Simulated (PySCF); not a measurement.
# doublet S2O+ at 6 levels

Aim: a comparison of 6 runs (UHF/STO-3G, UHF/3-21G, UB3LYP/6-31G*, U-wB97M-V/def2-TZVP, UB2PLYP/def2-TZVP, USCS-MP2/def2-TZVP) of doublet S2O+. The job is set up through a Python script.

The results are computed with PySCF 2.14.0.

2 further runs of the same task are left out: 2 set aside as unsound or not needed.

### Step 1. The structure to begin with

S2O+ has 3 atoms, charge +1, and is taken as a doublet. As SMILES of the parent species, `O=S=S`. Geometry: relaxed at PBE0-D4/def2-TZVP. That shape belongs to the parent species and isn't relaxed for this state.

Bond lengths: O1–S2 1.453 Å, S2–S3 1.880 Å. Angles: O1–S2–S3 117.8°.

### Step 2. A single-point energy at UHF/STO-3G (run 1)

input.py

```python
from pyscf import gto, scf

molecule = gto.M(
    atom='O 0.451630 1.204020 0.493170; S 0.529120 -0.205510 0.148940; S -0.980740 -0.998510 -0.642110',
    max_memory=1860,
    basis='sto-3g',
    spin=1,
    charge=1,
    verbose=3,
)

mf = scf.UHF(molecule)
mf.conv_tol = 1e-10
mf.kernel()
if not mf.converged:
    mf = mf.newton().run(mf.mo_coeff, mf.mo_occ)

e_tot = mf.e_tot
print(f'total energy: {e_tot:.8f} hartree')
```

On the command line:

```
$ OMP_NUM_THREADS=1 python input.py
```

What it wrote:

```text
converged SCF energy = -859.81128676425  <S^2> = 0.75907167  2S+1 = 2.0090512
total energy: -859.81128676 hartree
```

It took 0.52 s on 1 thread of Arm Neoverse V2, shared host; peak memory 0.1 GiB.

### Step 3. The energy at UHF/3-21G (run 2)

calc.py

```python
from pyscf import gto

mol = gto.Mole()
mol.atom = '''
O        0.451630       1.204020       0.493170
S        0.529120      -0.205510       0.148940
S       -0.980740      -0.998510      -0.642110
'''
mol.charge = 1
mol.max_memory = 1860
mol.verbose = 3
mol.spin = 1
mol.basis = '3-21g'
mol.build()

mf = mol.UHF()
mf.conv_tol = 1e-10
mf.kernel()
if not mf.converged:
    mf = mf.newton().run(mf.mo_coeff, mf.mo_occ)

e_final = mf.e_tot
print('Final energy', e_final)
```

On the command line:

```
$ OMP_NUM_THREADS=1 python calc.py
```

What it wrote:

```text
converged SCF energy = -865.027957908841  <S^2> = 0.76269325  2S+1 = 2.0126532
Final energy -865.0279579088412
```

Run time: 0.68 s. Hardware: 1 thread of Arm Neoverse V2, shared host; peak memory 0.12 GiB.

Runs 3 to 5 aren't shown in full; the table further down has their settings and results.

### Step 4. The energy at USCS-MP2/def2-TZVP (run 6)

geometry.xyz

```xyz
3
OS2
O      0.451630     1.204020     0.493170
S      0.529120    -0.205510     0.148940
S     -0.980740    -0.998510    -0.642110
```

run.py

```python
from pyscf import gto, mp

system = gto.M(
    atom='geometry.xyz',
    max_memory=1860,
    spin=1,
    basis='def2-tzvp',
    charge=1,
    verbose=3,
)

mf = system.UHF()
mf.conv_tol = 1e-10
mf.kernel()
if not mf.converged:
    mf = mf.newton().run(mf.mo_coeff, mf.mo_occ)

pt = mp.MP2(mf, frozen=11).run()
etot = mf.e_tot + 1.2 * pt.e_corr_os + pt.e_corr_ss / 3
print('E = %.10f Eh' % etot)
```

On the command line:

```
$ OMP_NUM_THREADS=1 python run.py
```

What it wrote:

```text
converged SCF energy = -869.582136414047  <S^2> = 0.78189743  2S+1 = 2.0316471
E(UMP2) = -870.12803495857  E_corr = -0.545898544522728
E(SCS-UMP2) = -870.113835461965  E_corr = -0.531699047917878
E = -870.1138354620 Eh
```

It took 6.6 s on 1 thread of Arm Neoverse V2, shared host; peak memory 0.27 GiB.

### Step 5. All runs side by side

```
run                                level  integration grid  nlc grid  energy (Eh)  HOMO energy (eV)  LUMO energy (eV)   ⟨S²⟩  wall time
  1                           UHF/STO-3G                 –         –  -859.811287            -15.47             -5.14  0.759     0.52 s
  2                            UHF/3-21G                 –         –  -865.027958            -18.36             -8.55  0.763     0.68 s
  3  UB3LYP/6-31G* (spherical functions)                 5         –  -871.160766            -15.71            -13.19  0.764       13 s
  4                  U-wB97M-V/def2-TZVP                 5         1  -871.197654            -18.19            -10.76  0.763      2 min
  5                    UB2PLYP/def2-TZVP                 5         –  -870.962861            -17.29            -11.22  0.839       38 s
  6                   USCS-MP2/def2-TZVP                 –         –  -870.113835            -18.68             -8.17  0.782      6.6 s
```

### Step 6. What came out

| quantity | value |
| --- | --- |
| run 6: total energy | -870.11384 Eh |
| run 6: HOMO energy (Hartree–Fock orbitals) (highest over α and β) | -18.68 eV |
| run 6: LUMO energy (Hartree–Fock orbitals) (lowest over α and β) | -8.17 eV |
| run 6: correlation energy (11 core orbitals frozen) | -531.7 mEh |
| run 6: ⟨S²⟩ of the reference determinant | 0.782 |

What this shows: Totals of different functionals can't be ranked against each other. In run 1 the basis is minimal, so the values are rough. All runs together took 3 min, the longest 2 min.
